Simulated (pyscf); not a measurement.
## Routes from `[F][CH2][F]` + `[F][C][F]` [singlet]

Candidate steps break at most two bonds and form at most two. Each was searched with GFN2-xTB (tblite) first. PySCF, gas phase, ωB97X-D3(BJ)/def2-SVP geometries. Energies: ωB97M-D3(BJ)/def2-TZVP, kcal/mol, from the separated reactants, singlet surface.

```tsv
products	type	ΔE‡	ΔE	ΔG‡ 298 K	ΔG‡ 900 K	ν‡ (cm⁻¹)
F–CH(F)–CH(F)–F	insertion	39.7	-57.2	50.1	71.5	1350i
F–C(F)=C(F)–F + H₂	concerted two-bond exchange	85.6	-1.4	94.0	116.7	1444i
```

Plain bond fissions and candidates not yet searched are not listed, and one of them may be faster. Each barrier is that of the saddle found; lower ones may exist. One closed-shell reference is unstable to symmetry breaking; treat the single-reference values with care.
